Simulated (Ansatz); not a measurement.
A made-up structure of CH₄FSi (charge -1), closed shell:

```xyz
7
angstrom
C -0.8687 0.4222 -0.5978
Si 0.4705 -0.1488 0.3644
F 1.1223 -1.6766 0.1948
H 0.3475 1.2658 0.3686
H -0.7258 0.7929 -1.6119
H 0.1664 -0.1988 1.8417
H 1.7326 0.6551 0.1691
```

It is relaxed with PBE-D4/def2-SVPD and then PBE0-D4/def2-TZVPD (Ansatz 0.2.0). Atoms count as bonded within 1.22 times the sum of their covalent radii (H–H: 0.88 Å). The end point is not checked to be a true minimum.

Question: Does its bonding change? (Judge from chemistry; the calculation decides.)

Answer: Computed: Yes. Formed: C1–H4; broken: Si2–H4.

Where it ends: The first stage lowers the energy by 3.60 eV in 17 steps. It ends as CH₄FSi ([CH2][SiH2][F]), total charge -1:
C1  (-0.383, 0.862, -0.444)
Si2  (0.736, -0.148, 0.436)
F3  (0.743, -1.813, 0.314)
H4  (-1.406, 1.014, -0.100)
H5  (-0.218, 1.121, -1.489)
H6  (0.594, -0.034, 1.934)
H7  (2.179, 0.109, 0.078)
(Å)

Labels in which every atom is bracketed show which atoms are joined, not bond orders.

For scale, one of the runs: PBE0-D4/def2-TZVPD relaxation, 156 basis functions, launched by `ansatz run in.yaml --threads 2 --pin off --events-out ev --progress --plain --max-ram 4352MiB`. Hardware: 2 CPU threads of an Arm Neoverse V2, shared host. Wall time about 19 s.
